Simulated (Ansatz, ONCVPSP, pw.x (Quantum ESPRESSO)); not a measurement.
# From atom to crystal: ONCV potential for molybdenum (Mo)

- Element: Mo
- Generator: ONCVPSP 4.0.1
- Type: optimised norm-conserving Vanderbilt (ONCV)
- Functional: PBE
- Relativity: scalar-relativistic
- Frozen core: [Ar] 3d10
- Valence charge: 14
- Reference configuration: 4s2 4p6 4d4 5s2
- Partial waves: 4s+5s: rc 1.75 bohr, ncon 3, nbas 6, qcut 6.4 1/bohr, 2 projectors; 4p: rc 1.55 bohr, ncon 4, nbas 8, qcut 11.4 1/bohr, 2 projectors, debl 2 Ha; 4d: rc 1.80 bohr, ncon 3, nbas 8, qcut 7.5 1/bohr, 2 projectors, debl 3 Ha
- Local potential: polynomial inside 1.25 bohr (lpopt 5, dvloc0 3 Ha)
- Core correction: none

Atomic tests: cutoffs needed: 33 Ha and 41 Ha (the cutoffs (Ha) at which the residual kinetic energy of the hardest occupied pseudo-wave falls to 1 and 0.1 mHa per electron); ghost test: no bound ghost flagged; GHOST(+) flagged for d at 24.7 eV; largest excitation error: -32 meV (all-electron minus pseudo) for 4s2 4p6 4d3 5s0, out of 4 test configurations.

Crystal test: bcc Mo in pw.x 7.5, no spin, 15³ k-points, Fermi–Dirac smearing 0.01 Ry, cutoffs 95/380 Ry. The reference is all-electron LAPW (Ansatz 0.2.0) with the same functional, mesh and smearing; V0 and B0 come from Birch–Murnaghan fits to the pressures at five volumes. Errors are pseudo minus all-electron; Δ is the rms difference of the E(V) curves that follow from these fits, minima aligned, over ±6 % about the mean V0. Mesh and smearing are coarse, so the numbers serve the comparison and aren't converged zero-temperature values; the lattice is a test structure that the element need not adopt.

All-electron: a0 = 3.162 Å (V0 = 15.80 Å³/atom), B0 = 259.2 GPa.

**Question.** How far does the potential miss the all-electron equation of state?

**Answer.** mean pressure error (GPa): -6.09; a0 (Å): 3.137; a0 error (%): -0.78; B0 error (%): +4.8; Δ (meV/atom): 21.2. This is a poor potential for the solid. The generator flags a localised state at positive energy (d at 25 eV).

```csv
V (Å³/atom),P all-electron (GPa),P pseudo (GPa)
15.012,14.82,8.01
15.407,6.93,0.50
15.802,-0.00,-6.07
16.197,-6.08,-11.82
16.592,-11.41,-16.83
```

The run at the middle volume (120 k-points, 7 iterations) took about 37 s on one core of a shared host (Intel(R) Xeon(R) Processor @ 2.60GHz, 24 threads, 32 GiB, load 9).
